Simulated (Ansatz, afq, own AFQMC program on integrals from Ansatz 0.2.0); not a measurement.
AFQMC on a folder of integrals that Ansatz 0.2.0 wrote.

```yaml
crystal:
  periodic: [false, false, false]
  atoms:
    - {symbol: Sb, position_ang: [-0.000623, -0.001177, -0.012515]}
    - {symbol: H, position_ang: [1.586624, 0.012323, 0.526903]}
    - {symbol: H, position_ang: [-0.807607, 1.368947, 0.518563]}
    - {symbol: H, position_ang: [-0.703704, -1.239061, 0.466365]}
basis:
  gaussian: {orbitals: def2-SVP}
total_charge: 1
magnetization: {spin_polarized: true, initial_magnetization: 1}
correlation: {method: ccsd_t, electrons: outside_noble_gas, hamiltonian_folder: ham}
```

```sh
$ ansatz run in.yaml --threads 1 --pin off --events-out ev --progress --plain --max-ram 1382MiB
```

afq runs on the folder ham with

```
--method phaseless --trial cisd --walkers 60 --populations 1 --least-time 40 --time-step 0.005 --steps-per-block 50 --equilibration-blocks 28 --max-blocks 300 --target-error 0.00032 --factor-cut 1e-05 --start spin_pure --seed 7457 --release-times 0.24,0.51,0.99,1.62,2.4 --release-step 0.03 --release-every 4 --taylor-order 6
```

Times are imaginary, in 1/Eh. The walk had a cap of 638 s. Filled inner d shells are frozen with the cores. Core potentials past Kr, no spin–orbit coupling.

Output of the walk:

```
orbitals 32  electrons 4 3  factors 267 of 487
reference energy -240.65542873 Eh
CCSD correlation -0.10944933 Eh in 10 cycles, weight of the determinant in the CISD state 0.9324
energy of the start -240.764857 Eh
 block  time / (1/Eh)  mean weight  energy / Eh
     1     0.250  0.9991  -240.764268
     2     0.500  0.9987  -240.764517
     3     0.750  0.9995  -240.765369
     4     1.000  0.9995  -240.766084
     5     1.250  1.0026  -240.766399
    10     2.500  1.0000  -240.767152
    29     7.250  0.9996  -240.766378
    49    12.250  0.9985  -240.767111
    69    17.250  1.0013  -240.768365
    89    22.250  0.9984  -240.766041
   105    26.250  1.0005  -240.772066
   109    27.250  0.9994  -240.767119
   129    32.250  1.0008  -240.770801
   149    37.250  1.0013  -240.765500
   169    42.250  1.0009  -240.768171
   185    46.250  1.0009  -240.766616
blocks merged  error / Eh  count
     1  0.000101  160
     2  0.000131  80
     4  0.000160  40
     8  0.000205  20
    16  0.000233  10
released: time / (1/Eh)  energy / Eh  error  mean overlap
  0.24  -240.767395  0.000169  1.0160
  0.51  -240.767340  0.000133  1.0290
  0.99  -240.767433  0.000153  1.0344
  1.62  -240.767648  0.000149  1.0120
  2.40  -240.767609  0.000132  0.9919
energy -240.767662 +/- 0.000205 Eh
(rows thinned)
```

The run failed at least one of its tests; the cautions name the faults. The second half of the sampling lies above the first by 1.8 errors of their difference, so the energy may still be moving and its error bar be too small.

Against this walk (error 5.6 meV) on the same determinant: CCSD(T) 20.2 meV higher, CCSDT(Q) 3.3 meV higher (within the noise). The error is statistical and leaves out the bias of the constraint. Released to 2.40 1/Eh the energy moves by 1 ± 7 meV (both errors), within twice the noise.

Cautions: constraint bias not in the error; error not settled; no spin-orbit coupling; inner d shell frozen.

The walk took 2.1 min on 1 thread of Intel(R) Xeon(R) 6975P-C (Granite Rapids) (shared host). The log's last line is the phaseless energy.

CCSDT and higher add their correlation energy to the determinant of the CCSD(T) run, since their own runs factorise the integrals more tightly (a shift of under 2 meV). A walk keeps the symmetry of its determinant, which the program's search chose and which needn't be the lowest solution, so a lower state of the same spin and another symmetry isn't excluded.
